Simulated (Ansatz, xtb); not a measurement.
# Relative energy of two structures of CHLiSi

We compare X, a singlet given by its coordinates, with Y, a triplet given by its coordinates. Both are isolated molecules in the gas phase, relaxed with PBE0-D4/def2-TZVP.

X (Å):

| atom | x (Å) | y (Å) | z (Å) |
| --- | --- | --- | --- |
| C | 0.4614 | 0.3140 | 0.5003 |
| Li | -0.4865 | 0.5092 | -1.2700 |
| Si | -1.0130 | 0.0578 | 1.1891 |
| H | 1.5138 | 0.4529 | 0.2796 |

Close contacts (Å): C1–Li2 2.02, C1–Si3 1.65, Li2–Si3 2.55, C1–H4 1.08.

Y (Å):

```xyz
4

C    -2.9642   -0.9089    3.0285
Li   -3.1079    0.8370    2.1283
Si   -1.7222   -1.2077    1.7649
H    -3.4604   -1.6820    3.6212
```

Close contacts (Å): C1–Li2 1.97, C1–Si3 1.80, Li2–Si3 2.50, C1–H4 1.09.

**Question.** Estimate which is lower in electronic energy at CCSD(T)/def2-TZVPP, and by roughly how much.

**Answer.** The CCSD(T)/def2-TZVPP calculation puts structure X lower, by 2.265 eV.

The same difference at several levels:

| level | geometry | E(Y) − E(X) (eV) | departure from the last row (eV) | job, with rough time for the two |
| --- | --- | --- | --- | --- |
| PBE0-D4/def2-TZVP | PBE0-D4/def2-TZVP | +1.982 | −0.283 | optimisation, 71 s |
| HF/def2-TZVPP | PBE0-D4/def2-TZVP | +1.192 | −1.072 | part of the CCSD(T) run |
| MP2/def2-TZVPP | PBE0-D4/def2-TZVP | +2.624 | +0.359 | part of the CCSD(T) run |
| CCSD(T)/def2-TZVPP | PBE0-D4/def2-TZVP | +2.265 |  | single point, 23 s |

None of the levels shown reverses the order. The largest departure from CCSD(T)/def2-TZVPP is that of HF/def2-TZVPP, 1.072 eV. Levels run at GFN2-xTB geometries aren't shown.

With harmonic frequencies from PBE0-D4/def2-TZVP (ideal gas, rigid rotor, one conformer each, 1000 K, 1 atm): on the last row, ΔE + ΔZPE = +2.235, ΔH = +2.248, ΔG = +2.127 eV.

The T1 diagnostic of structure Y is large, so the coupled-cluster value is less sure. Open shells are spin-unrestricted. The correlated steps freeze 6 core orbitals; the last core shell of Li is correlated, in a basis made for valence electrons. ΔG holds the spin degeneracy. Mirror images aren't counted in ΔG. Programs: Ansatz 0.2.0; the last row on 1 thread of Arm Neoverse V2 on a shared host.
